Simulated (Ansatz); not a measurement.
A made-up structure of C2H2B, doublet:

```
5
angstrom
B -0.9953 0.8796 -0.3996
C 0.0318 -0.0080 0.1021
C 0.8786 -0.7150 0.6260
H 0.3084 -0.7505 -0.6021
H 1.6181 -1.3342 1.0795
```

It is relaxed with PBE-D4/def2-SVP and then PBE0-D4/def2-TZVP (Ansatz 0.2.0). Atoms count as bonded within 1.22 times the sum of their covalent radii (H–H: 0.88 Å). The end point is not checked to be a true minimum.

Problem. Does its bonding change? (Judge from chemistry; the calculation decides.)

Solution. Computed: Yes. Formed: B1–C3; broken: none.

Where it ends: The first stage lowers the energy by 4.45 eV in 19 steps. It ends as C₂H₂B ([B]1[CH][CH]1):
B1  (-0.373, 0.664, 0.496)
C2  (0.063, -0.370, -0.443)
C3  (0.640, -0.354, 0.781)
H4  (0.124, -0.952, -1.353)
H5  (1.387, -0.916, 1.325)
(Å)

Labels in which every atom is bracketed show which atoms are joined, not bond orders.

For scale, one of the runs: PBE0-D4/def2-TZVP relaxation, 105 basis functions, launched by `ansatz run in.yaml --threads 2 --pin off --events-out ev --progress --plain --max-ram 4352MiB`. Hardware: 2 CPU threads of an Intel Xeon Platinum 8488C, shared host. Wall time about 6.5 s.
